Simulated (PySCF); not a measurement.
# One molecule, a ladder of functionals, a line

Molecule: `[SiH3]C[SiH3]`, CH8Si2.

Geometry (Å), atoms numbered from 1 in this order:
```xyz
11

Si    1.4420    0.7135    0.0102
C     0.2314   -0.7204   -0.1343
Si   -1.5837   -0.2630    0.0623
H     2.8500    0.2439   -0.1746
H     1.1476    1.7479   -1.0291
H     1.3291    1.3539    1.3568
H     0.4896   -1.4780    0.6257
H     0.3684   -1.1982   -1.1198
H    -1.9861    0.7232   -0.9875
H    -1.8220    0.3541    1.4035
H    -2.4554   -1.4717   -0.0651
```

GIAO shieldings (ppm, equivalent atoms averaged) in PySCF on the PBE0-D3(BJ)/def2-SVP geometry, basis pcSseg-2, gas phase, non-relativistic:

| functional | exact exchange (%) | σ(Si1/Si3) |
| --- | --- | --- |
| BLYP | 0 | 381.4 |
| BP86 | 0 | 391.8 |
| PBE | 0 | 393.8 |
| B3LYP | 20 | 393.1 |
| PBE0 | 25 | 407.7 |
| mPW1PW91 | 25 | 405.8 |
| HF | 100 | 441.4 |

Question: Fit each shielding as a line in the percentage of exact exchange.

Answer: σ(Si1/Si3) = 389.3 + 0.53 x (rms 5.0 ppm). The functionals also differ in their semilocal parts, which the line can't hold; Hartree–Fock has no correlation at all.

Question: What does the line predict for BHandHLYP (50 %), and what does the run give?

Answer: σ(Si1/Si3): 415.8 predicted, 410.2 computed ppm.
